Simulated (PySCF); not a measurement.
Run record: excited-state job, `CC(=O)F` (acetyl fluoride).

Computed with TDDFT B3LYP/def2-SVPD, vertical, gas phase, core orbitals frozen in the response (PySCF 2.14.0, density-fitted response routines). Geometry: PBE0-D3(BJ)/def2-SVP. A driver script takes a list of jobs; this job's settings line and coordinates (Å) are shown.

Command:
```bash
OMP_NUM_THREADS=1 python probes_run.py task.json out
```

Input:
```
{"job": {"kind": "uv", "xc": "B3LYP", "basis": "def2-SVPD", "dynamic": true, "nstates": 6, "ntriplets": 0}, "charge": 0, "multiplicity": 1}
C     -0.638509    -0.071229    -0.121290
C      0.835554    -0.038956     0.104122
O      1.640264    -0.865693    -0.154272
F      1.207101     1.125733     0.663219
H     -1.168193     0.208208     0.800244
H     -0.944273    -1.067749    -0.457680
H     -0.900251     0.675769    -0.886163
```

Estimate the output.

```
coarse grid: 6208 points
cycle   1  E = -252.7320865644  dE =  5.501e-01  |g| = 8.804e-01  |ddm| = 3.216e+00
cycle   2  E = -252.2151334067  dE =  5.170e-01  |g| = 1.864e+00  |ddm| = 2.173e+00
cycle   3  E = -252.8691533149  dE = -6.540e-01  |g| = 2.613e-01  |ddm| = 1.638e+00
cycle   4  E = -252.8808231276  dE = -1.167e-02  |g| = 8.225e-02  |ddm| = 2.366e-01
cycle   5  E = -252.8817783344  dE = -9.552e-04  |g| = 2.446e-02  |ddm| = 6.460e-02
cycle   6  E = -252.8819133414  dE = -1.350e-04  |g| = 4.382e-03  |ddm| = 2.694e-02
cycle   7  E = -252.8819171623  dE = -3.821e-06  |g| = 9.885e-04  |ddm| = 5.002e-03
final grid: 61344 points
cycle   8  E = -252.9263888516  dE = -1.394e-05  |g| = 6.068e-03  |ddm| = 4.172e-02
cycle   9  E = -252.9263730909  dE =  1.576e-05  |g| = 1.098e-02  |ddm| = 1.346e-02
cycle  10  E = -252.9263956825  dE = -2.259e-05  |g| = 1.509e-03  |ddm| = 8.600e-03
cycle  11  E = -252.9263961180  dE = -4.355e-07  |g| = 2.259e-04  |ddm| = 1.301e-03
cycle  12  E = -252.9263961252  dE = -7.192e-09  |g| = 8.202e-05  |ddm| = 2.071e-04
cycle  13  E = -252.9263961265  dE = -1.286e-09  |g| = 9.171e-06  |ddm| = 8.429e-05
cycle  14  E = -252.9263961265  dE = -1.955e-11  |g| = 9.370e-07  |ddm| = 1.131e-05
converged SCF energy = -252.9263961265

Static polarisability (au): isotropic 29.707, principal 23.914 30.318 34.889

Singlet excitations
state   eV       nm        f      main configurations
  1   6.0027    206.5   0.00119   H->L 0.99
  2   8.0442    154.1   0.03160   H->L+1 0.98
  3   8.6748    142.9   0.00003   H-2->L 0.97
  4   9.1142    136.0   0.09507   H-1->L 0.63, H->L+2 0.28
  5   9.6380    128.6   0.08785   H->L+2 0.66, H-1->L 0.20
  6   9.7366    127.3   0.00273   H-1->L+1 0.79, H-4->L 0.17
```

The SCF starts on a coarse grid where the log names one; the energy can jump when the final grid takes over, and dE then counts from the start density on the new grid. H and L stand for HOMO and LUMO; the number after each pair is its weight.

Which computed singlet has the largest oscillator strength, and what do all of them sum to?

State 4 at 9.11 eV (136 nm), f = 0.095; the 6 states sum to 0.218.

Give the mean polarisability as a volume in Å³, and the ratio of the largest to the smallest principal value.

29.707 au × 0.148185 = 4.40 Å³; 34.889/23.914 = 1.46.

Summary of the converged run: HOMO -8.86 eV, LUMO -0.90 eV; lowest singlet 6.00 eV; mean polarisability 29.7 au.

Time: 5.9 s (grids of density and orbitals included); peak memory 0.47 GiB. Hardware: one thread, Arm Neoverse V2 (aarch64), on a shared host.
Labels such as C1 count atoms from 1, the log's own numbers from 0.
